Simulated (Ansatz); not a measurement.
Basis-set extrapolation for `C1=CCC=CC1` (PBE0-D4/def2-TZVP geometry, frozen core, the Gaussian-basis code of Ansatz). Multiplicity 1, RHF reference.

```tsv
	def2-TZVPP	def2-QZVPP
HF	-231.919776	-231.929950
MP2 correlation	-0.969741	-1.031048
CCSD(T) correlation	-1.062812	not run
```

Energies in hartree. Use E(X) = E(∞) + A·exp(−7.88·√X) for Hartree–Fock and E(X) = E(∞) + B·X^(−2.97) for correlation, with X = 3 and 4, and add CCSD(T) minus MP2 of the smaller set to the MP2 limit.

Problem. What is the CCSD(T) energy at the basis-set limit?

Solution. HF limit: -231.929950 + (-0.010174) × 0.13774 = -231.93135. MP2 limit: -1.031048 + (-0.061307) × 0.74074 = -1.07646. Higher-order term: -1.062812 − (-0.969741) = -0.09307. Total: -233.10088 hartree, 310.6 kJ/mol below CCSD(T)/def2-TZVPP.
